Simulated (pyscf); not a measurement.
Optimised with ωB97X-D3(BJ)/def2-SVP in PySCF.

Problem. For the elementary gas-phase step O=Ru(=O)(=O)=O + H₂O → O=Ru(=O)(=O)(OH)–OH (singlet surface; H–O broken, O–Ru, H–O formed), what barrier and reaction energy does M06-2X/def2-TZVP give, measured from the separated reactants?

Solution. ΔE‡ = 135.5 kJ/mol, ΔE = +96.8 kJ/mol. ωB97M-D3(BJ)/def2-TZVP gives 136.9 kJ/mol and +98.2 kJ/mol. Zero-point energy shifts the barrier by +0.3 kJ/mol. It is an addition across a multiple bond or ene-type step, with an imaginary mode of 1125i cm⁻¹. On the reactant side the descent ends in a complex (not fully relaxed), 19.7 kJ/mol under the separated species and 154.2 kJ/mol under the saddle at ωB97X-D3(BJ)/def2-TZVP. One saddle was located; it need not be the lowest between these sides. 2 of the closed-shell references are unstable towards spin polarisation; treat their single-reference values with care. Elements past Kr carry the def2 core potentials, without spin-orbit coupling.
